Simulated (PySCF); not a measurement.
## Other spins and charges of HAlSi, triplet at one geometry

Geometry (PBE0/def2-TZVP stationary point for this spin, not checked as a minimum):

```
atom   x (Å)   y (Å)    z (Å)
  Si  0.0000  0.0000   2.0886
  Al  0.0000  0.0000  -0.2449
   H  0.0000  0.0000  -1.8437
```

Basis 6-31G; PySCF 2.14.0. Only valence electrons are correlated (noble-gas cores frozen). R marks a restricted (for open shells ROHF) determinant, U an unrestricted one.

Gaps are energies of the second state less the first, at fixed atoms, for a selection of the levels run; mean-field and cluster levels share one orbital occupation for each state, and full CI takes the lowest of the symmetries tried.

The RHF row is the lowest restricted solution found. The determinant for coupled cluster was chosen by trial CCSD, here up to 0.05 eV above the lowest Hartree–Fock solution of its kind, and MP2 stands on that determinant too.

Removing an electron, to the doublet: 7.243 eV at full CI (triplet A2, doublet ion B1, in C2v).

```
   level  gap (eV)  error (meV)
     RHF     6.986         -257
    RMP2     7.278           35
    UMP2     7.281           38
   RCCSD     7.199          -44
   UCCSD     7.199          -44
RCCSD(T)     7.230          -13
UCCSD(T)     7.230          -13
  RCCSDT     7.239           -4
  UCCSDT     7.239           -4
     PBE     7.908          665
  r2SCAN     8.042          799
    PBE0     7.865          622
   B3LYP     7.737          494
 wB97M-V     7.524          281
  B2PLYP     7.509          266
```

Task: PBE gives 8.392 eV for removing an electron, to the quartet. Estimate what full CI gives in 6-31G.

Result: Full CI in 6-31G gives 7.527 eV, so against it PBE is off by 0.865 eV, of which a good part can be the reference's own basis and frozen-core error.

```csv
level,gap (eV),error (meV)
RHF,6.928,-599
UHF,6.946,-581
UMP2,7.449,-78
RCCSD,7.489,-38
RCCSDT,7.523,-4
revPBE,8.328,801
r2SCAN,8.256,729
PBE0,8.346,819
B3LYP,8.488,961
```

Quintet less triplet: 2.558 eV at full CI (triplet A2, quintet B1, in C2v).

| level | gap (eV) | error (meV) |
| --- | --- | --- |
| RHF | 1.892 | -666 |
| UHF | 1.860 | -698 |
| RMP2 | 2.458 | -100 |
| UMP2 | 2.456 | -102 |
| RCCSD | 2.497 | -61 |
| UCCSD | 2.497 | -61 |
| RCCSD(T) | 2.540 | -18 |
| UCCSD(T) | 2.540 | -18 |
| RCCSDT | 2.554 | -4 |
| UCCSDT | 2.553 | -5 |
| PBE | 2.938 | 380 |
| r2SCAN | 2.707 | 149 |
| PBE0 | 2.812 | 254 |
| B3LYP | 3.106 | 548 |
| wB97M-V | 3.129 | 571 |
| B2PLYP | 2.960 | 402 |

In so small a basis the reference is far from its limit while semilocal and hybrid functionals are nearer theirs (RPA and double hybrids share much of the reference's basis error), so the functionals' errors here hold much of the reference's basis and frozen-core error, which can add to them or hide them.

Full CI is exact within this basis and frozen core; it isn't the basis-set limit. The frozen core follows each run's orbitals, which can shift R against U totals by a few meV.
